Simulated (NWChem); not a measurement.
formaldehyde (CH₂O); SMILES O=C

```xyz
4

C      0.0000     0.0000     0.5276
O      0.0000     0.0000    -0.6805
H      0.0000    -0.9529     1.1393
H      0.0000     0.9529     1.1393
```
Atoms are numbered in this order, from 1.

Coordinates come from a PBE-D3(BJ)/def2-SVP optimisation.

Symmetry labels are those of C2v in the frame above (b1 and b2, or b-type labels, depend on it). States above −ε(HOMO) = 6.3 eV lie in this functional's continuum and hang on the basis.

Q: List the 6 lowest vertical singlet excitations from PBE/def2-SVPD, TDA (NWChem).

A: 
```tsv
state	energy (eV)	oscillator strength	symmetry	leading excitation (squared amplitude)
S1	3.86	0.000	a2	HOMO → LUMO (1.00)
S2	6.55	0.042	b2	HOMO → LUMO+1 (0.99)
S3	8.19	0.100	a1	HOMO → LUMO+3 (0.98)
S4	8.20	0.047	b2	HOMO → LUMO+2 (0.98)
S5	8.90	0.000	a2	HOMO → LUMO+4 (1.00)
S6	8.92	0.001	b1	HOMO−2 → LUMO (0.99)
```
